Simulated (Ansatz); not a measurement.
We consider rhombohedral A7 Bi, described by LDA in Ansatz (PAW).

Settings: plane-wave cutoff 520 eV, 16×16×16 k mesh, Fermi–Dirac smearing 0.05 eV, scalar-relativistic PAW data made under PBE.

Shape and atoms are relaxed at each volume.

Pressure at four volumes; x = ln(V/33.495 Å³). One pressure is withheld.

| V (Å³/atom) | x | P (GPa) |
|---|---|---|
| 32.155 | -0.0408 | ? |
| 32.825 | -0.0202 | 0.89 |
| 33.495 | 0.0000 | 0.01 |
| 34.834 | 0.0392 | -1.41 |

Pass a parabola P(x) through the three rows shown, estimate the bulk modulus and its pressure derivative near zero pressure, and predict the withheld pressure.

Slopes between the rows: (0.01 − (0.89))/(0.0000 − (-0.0202)) = -43.56 and (-1.41 − (0.01))/(0.0392 − (0.0000)) = -36.22 GPa. Their difference over the span 0.0594 is c = 7.34/0.0594 = 123.6 GPa, so P(x) = 0.89 + (-43.56)(x − (-0.0202)) + 123.6 (x − (-0.0202))(x − (0.0000)). At the middle row B = −dP/dx = −[-43.56 + 123.6 × 0.0202] = 41.1 GPa, and B′ = dB/dP = 2c/B = 6.0. At x = -0.0408 the parabola gives 1.89 GPa; the run gives 1.93 GPa. The Birch–Murnaghan fit to the energies at all volumes has B0 = 41.1 GPa and B′ = 6.7.

Measured, for comparison: bulk modulus 32.1 GPa (copied from a table, unchecked, extrapolated to 0 K and zero-point effects removed; as tabulated in Lejaeghere et al. (2013), arXiv:1204.2733). Computed less measured: bulk modulus not scored (unchecked).

Spin–orbit coupling is not included; it can shift volumes and moduli of such heavy elements.

Ansatz is an electronic-structure program.
